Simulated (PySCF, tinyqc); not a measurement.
FCI on RHF in the sto-3g basis, frozen core, for LiH, spin multiplicity 1, step by step. The lowest restricted solution is unstable here: a spin-polarised one lies 0.0041 hartree lower (PySCF). One step of it, computed by the program tinyqc.

Question. FCI: roots. Diagonalise (each vector has its largest component positive (the first on a tie)); all determinants have Ms = 0, so triplets appear too. The lowest singlet root is the correlation energy.

Occupation strings over the orbitals (2 doubly, a alpha, b beta, 0 empty; spin orbitals ordered 1a 1b 2a 2b ...): 220000 2ab000 2a000b 2ba000 2b000a 202000 20a00b 200200 200020 20b00a 200002

H - E(HF) between determinants (hartree):
```
           220000     2ab000     2a000b     2ba000     2b000a     202000     20a00b     200200
220000   0.000000   0.000000   0.000000   0.000000   0.000000   0.022490  -0.045579   0.021121
2ab000   0.000000   0.114632   0.013222  -0.022490   0.045579   0.075651   0.018451   0.020449
2a000b   0.000000   0.013222   0.330561   0.045579  -0.131043   0.018451   0.011015  -0.018298
2ba000   0.000000  -0.022490   0.045579   0.114632   0.013222  -0.075651   0.125600  -0.020449
2b000a   0.000000   0.045579  -0.131043   0.013222   0.330561  -0.018451   0.040119   0.018298
202000   0.022490   0.075651   0.018451  -0.075651  -0.018451   0.579618   0.108825   0.041385
20a00b  -0.045579   0.018451   0.011015   0.125600   0.040119   0.108825   0.499705  -0.011760
200200   0.021121   0.020449  -0.018298  -0.020449   0.018298   0.041385  -0.011760   0.619800
200020   0.021121   0.020449  -0.018298  -0.020449   0.018298   0.041385  -0.011760   0.016869
20b00a   0.045579   0.125600   0.040119   0.018451   0.011015  -0.108825  -0.031999   0.011760
200002   0.131043  -0.040119  -0.011621   0.040119   0.011621   0.031999   0.025297   0.019109

           200020     20b00a     200002
220000   0.021121   0.045579   0.131043
2ab000   0.020449   0.125600  -0.040119
2a000b  -0.018298   0.040119  -0.011621
2ba000  -0.020449   0.018451   0.040119
2b000a   0.018298   0.011015   0.011621
202000   0.041385  -0.108825   0.031999
20a00b  -0.011760  -0.031999   0.025297
200200   0.016869   0.011760   0.019109
200020   0.619800   0.011760   0.019109
20b00a   0.011760   0.499705  -0.025297
200002   0.019109  -0.025297   0.684874
```

Give: lowest roots of this matrix, relative to E(HF); lowest vectors; <S^2> of these roots; weight of the ground state by excitation level 0, 1, 2, ....

Answer.

lowest roots of this matrix, relative to E(HF) (hartree): -0.0367  0.0334  0.0608  0.1955  0.4207  0.4889  0.5304  0.6029

lowest vectors:
```
         root 1   root 2   root 3   root 4
220000   0.9626   0.0000  -0.1470   0.0000
2ab000   0.0734   0.6569   0.6351   0.1186
2a000b   0.0090  -0.1717   0.0798   0.6710
2ba000  -0.0734   0.6569  -0.6351   0.1186
2b000a  -0.0090  -0.1717  -0.0798   0.6710
202000  -0.0824   0.0000  -0.2698   0.0000
20a00b   0.1140  -0.1977   0.1908  -0.1888
200200  -0.0203   0.0000  -0.0113   0.0000
200020  -0.0203   0.0000  -0.0113   0.0000
20b00a  -0.1140  -0.1977  -0.1908  -0.1888
200002  -0.1696   0.0000   0.1145   0.0000
```

<S^2> of these roots: 0.0000  2.0000  0.0000  2.0000  0.0000  0.0000  2.0000  0.0000

weight of the ground state by excitation level 0, 1, 2, ...: 0.9267  0.0110  0.0624
